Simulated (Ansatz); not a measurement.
A run of Ansatz (development build ahead of 0.2.0) on singlet C4H8 at this shape:

```yaml
atoms:
  - { symbol: C, position_ang: [1.1091, 0.0000, 0.0000] }
  - { symbol: C, position_ang: [0.0000, 1.0981, 0.0000] }
  - { symbol: C, position_ang: [-1.1091, 0.0000, 0.0000] }
  - { symbol: C, position_ang: [0.0000, -1.0981, 0.0000] }
  - { symbol: H, position_ang: [1.7550, 0.0000, 0.8802] }
  - { symbol: H, position_ang: [0.0000, 1.7376, 0.8802] }
  - { symbol: H, position_ang: [-1.7550, 0.0000, 0.8802] }
  - { symbol: H, position_ang: [0.0000, -1.7376, 0.8802] }
  - { symbol: H, position_ang: [1.7550, 0.0000, -0.8802] }
  - { symbol: H, position_ang: [0.0000, 1.7376, -0.8802] }
  - { symbol: H, position_ang: [-1.7550, 0.0000, -0.8802] }
  - { symbol: H, position_ang: [0.0000, -1.7376, -0.8802] }
```

Its results:

```yaml
Converged: yes
Total_energy: -156.02965 hartree
Spin_squared_of_the_determinant: 0.000
```

Problem. Which input gives this output? Name the method, the orbitals and the basis set, and write the input.

Solution. RHF in 6-31G. An unrestricted run that stays on the closed shell gives the same numbers.

```yaml
crystal:
  periodic: [false, false, false]
  atoms:
    - { symbol: C, position_ang: [1.10912, 0.0, 0.0] }
    - { symbol: C, position_ang: [0.0, 1.09814, 0.0] }
    - { symbol: C, position_ang: [-1.10912, 0.0, 0.0] }
    - { symbol: C, position_ang: [0.0, -1.09814, 0.0] }
    - { symbol: H, position_ang: [1.75502, 0.0, 0.88021] }
    - { symbol: H, position_ang: [0.0, 1.73765, 0.88021] }
    - { symbol: H, position_ang: [-1.75502, 0.0, 0.88021] }
    - { symbol: H, position_ang: [0.0, -1.73765, 0.88021] }
    - { symbol: H, position_ang: [1.75502, 0.0, -0.88021] }
    - { symbol: H, position_ang: [0.0, 1.73765, -0.88021] }
    - { symbol: H, position_ang: [-1.75502, 0.0, -0.88021] }
    - { symbol: H, position_ang: [0.0, -1.73765, -0.88021] }
basis:
  gaussian: { orbitals: "6-31G" }
hamiltonian:
  xc: hf
```
